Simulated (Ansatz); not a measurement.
MgO (rock salt): values from a third-order Birch-Murnaghan fit to a volume scan beside measured ones. Computed values: PBEsol (plane waves to 420 eV, PAW, scalar-relativistic; Ansatz, a quantum-chemistry and plane-wave program). MgO was relaxed with its symmetry unable to fall.

```tsv
quantity	reference	kind	PBEsol	difference
Lattice constant a (Å)	4.189	measured, corrected to the static lattice	4.214	+0.6 %
Bulk modulus B₀ (GPa)	169.8	measured, corrected to the static lattice	157	-7.3 %
```

PBEsol overestimates the lattice constant a by 0.6 %. PBEsol underestimates the bulk modulus B₀ by 7.3 %.

References as given in: Daniel Mejia-Rodriguez, S. B. Trickey, Physical Review B (2018), arXiv:1807.09216.

(Under strain, the slope of the energy per volume gives the stress and its curvature an elastic modulus.)
